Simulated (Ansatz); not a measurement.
**CS₂ (singlet): the correlation ladder, cc-pV(D+d)Z**

An exercise on one series of results from a longer session: the logs are not shown, and one member is left open.

Method: cc-pV(D+d)Z, core rule «outside noble gas», up to 11 orbitals frozen; program: Ansatz 0.2.0, Gaussian basis.

Plan: UHF; CCSD(T) on RHF; BCCD(T) on RHF; CISD; CCSDT(Q) on RHF; CASSCF and MRCISD+Q, 16 electrons in 12 orbitals; CASSCF and NEVPT4(SD), 16 electrons in 12 orbitals; CASSCF and NEVPT2, 16 electrons in 12 orbitals.

18 further runs of the same task are left out: 1 that didn't finish, 17 set aside as unsound or not needed.

## The geometry

The geometry is an MP2(full)/6-31G* stationary point (not a proven minimum).

3 atoms, charge 0, spin multiplicity 1.

Atoms are counted from 1 here; the program's logs count them from 0.

Bond lengths: S1–C2 1.561 Å, C2–S3 1.561 Å. Angles: S1–C2–S3 180.0°.

Set-up of the first run:

File in.yaml:

```yaml
crystal:
  periodic: [false, false, false]
  atoms:
    - {symbol: S, position_ang: [0.000000, 0.000000, 1.561117]}
    - {symbol: C, position_ang: [0.000000, 0.000000, 0.000000]}
    - {symbol: S, position_ang: [0.000000, 0.000000, -1.561117]}
basis:
  gaussian: {orbitals: "cc-pV(D+d)Z.json"}
magnetization: {spin_polarized: true, initial_magnetization: 0}
hamiltonian: {xc: hf}
output: {orbitals: {seedname: orbitals}}
```

Launch:

```
$ ansatz run in.yaml --threads 1 --pin off --events-out ev --progress --plain --max-ram 4096MiB --backend cpu
```

Steps of the session up to this table: UHF; CCSD(T) on RHF; BCCD(T) on RHF; CISD; CCSDT(Q) on RHF; CASSCF and MRCISD+Q, 16 electrons in 12 orbitals; CASSCF and NEVPT4(SD), 16 electrons in 12 orbitals; CASSCF and NEVPT2, 16 electrons in 12 orbitals.

One of the session's tables, all rows but one given; the rest of the session is left out.

```
            method  from RCCSDT(Q) (kJ/mol)
               RHF                  +1147.1
              RMP2                   +105.2
              CISD                   +202.8
             RCCSD                    +70.2
          RCCSD(T)                        ?
           BCCD(T)                     +7.2
            RCCSDT                     +5.7
         RCCSDT(Q)                        0
    CASSCF valence                   +780.9
    NEVPT2 valence                   +165.7
NEVPT4(SD) valence                    +16.9
    MRCISD valence                    +86.6
  MRCISD+Q valence                     +9.7
```

Estimate the missing values for RCCSD(T).

**Answer.** from RCCSDT(Q) (kJ/mol): +7.8. In the column «from RCCSDT(Q) (kJ/mol)» it lies between BCCD(T) (+7.2) and MRCISD+Q valence (+9.7).
